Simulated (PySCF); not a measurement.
## Chlorine: a sound run and one with changed settings

Sound run: Cl [Ne] 3s2 3p5, Cl+ [Ne] 3s2 3p4. Calculation: PySCF 2.14, in def2-TZVP; the non-relativistic Hamiltonian (point nucleus). In the sound run the correlated levels freeze [Ne]. The sound run starts from symmetry-adapted Hartree-Fock orbitals and uses a fine grid where one is needed.

Changed run: scalar relativity by spin-free X2C-1e. This setting is unsound on purpose.

| species | method | sound run (hartree) | changed run (hartree) | converged |
| --- | --- | --- | --- | --- |
| Cl | UHF | -459.47681 | -460.72567 | yes |
| Cl | MN15 | -460.05039 | -461.31540 | yes |
| Cl | M06-L | -460.13830 | -461.38970 | yes |
| Cl | MP2 | -459.63212 | -460.88103 | yes |
| Cl | CCSD(T) | -459.66200 | -460.91083 | yes |
| Cl+ | UHF | -459.04415 | -460.29344 | yes |
| Cl+ | MN15 | -459.57059 | -460.83616 | yes |
| Cl+ | M06-L | -459.66428 | -460.91612 | yes |
| Cl+ | MP2 | -459.16501 | -460.41430 | yes |
| Cl+ | CCSD(T) | -459.19499 | -460.44416 | yes |

Ionisation energy of Cl:

```json
{"method": "UHF", "sound run (eV)": "11.773", "changed run (eV)": "11.761"}
{"method": "MN15", "sound run (eV)": "13.056", "changed run (eV)": "13.041"}
{"method": "M06-L", "sound run (eV)": "12.899", "changed run (eV)": "12.887"}
{"method": "MP2", "sound run (eV)": "12.711", "changed run (eV)": "12.700"}
{"method": "SCS-MP2", "sound run (eV)": "12.707", "changed run (eV)": "12.697"}
{"method": "CCSD", "sound run (eV)": "12.671", "changed run (eV)": "12.662"}
{"method": "CCSD(T)", "sound run (eV)": "12.708", "changed run (eV)": "12.699"}
```

Most of the change in total energy is the relativistic energy itself. On top of that the contraction fixes the core shape for the Hamiltonian it was made with, so the changed run is not a good calculation with the other Hamiltonian either.

For comparison, NIST gives 12.968 eV between the lowest levels.
